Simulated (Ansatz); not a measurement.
Z-matrix (Å, degrees):
```
C
C 1 1.519
H 1 1.094 2 111.1
H 1 1.094 2 111.1 3 -119.5
H 1 1.092 2 111.7 3 120.3
C 2 1.521 1 112.2 3 60.2
H 2 1.095 1 109.2 3 -177.9
H 2 1.095 1 109.3 3 -62.2
C 6 1.531 2 115.9 1 -177.9
H 6 1.097 2 108.8 1 -55.8
H 6 1.096 2 108.6 1 58.7
C 9 1.523 6 111.8 2 68.0
C 9 1.527 6 113.5 2 -57.6
H 9 1.099 6 106.4 2 -175.1
H 12 1.093 9 111.0 6 174.2
H 12 1.093 9 111.5 6 -66.3
H 12 1.093 9 111.4 6 54.1
C 13 1.520 9 115.1 6 -56.5
H 13 1.097 9 109.5 6 67.1
H 13 1.097 9 108.2 6 -178.4
C 18 1.519 13 112.6 9 -175.0
H 18 1.097 13 109.2 9 -52.9
H 18 1.095 13 109.9 9 63.0
H 21 1.094 18 111.1 13 60.0
H 21 1.092 18 111.7 13 -179.7
H 21 1.094 18 111.0 13 -59.5
```

Total charge 0; spin multiplicity 1.

**Question.** List the ωB97M-V/def2-TZVPP orbital energies in eV (the Gaussian-basis code of Ansatz). (Best estimate.)

**Answer.** Ansatz gave: Occupied: -281.30, -281.14, -281.12, -281.04, -281.04, -280.97, -280.96, -280.90, -25.77, -24.49, -23.73, -21.64, -21.53, -19.56, -19.15, -17.74, -15.97, -15.65, -14.94, -14.65, -14.13, -13.87, -13.41, -13.03, -12.73, -12.56, -12.29, -12.05, -11.56, -11.41, -10.94, -10.91, -10.80. Lowest empty: 2.48, 2.99, 3.09, 3.13, 3.88, 4.06, 4.35, 4.42.
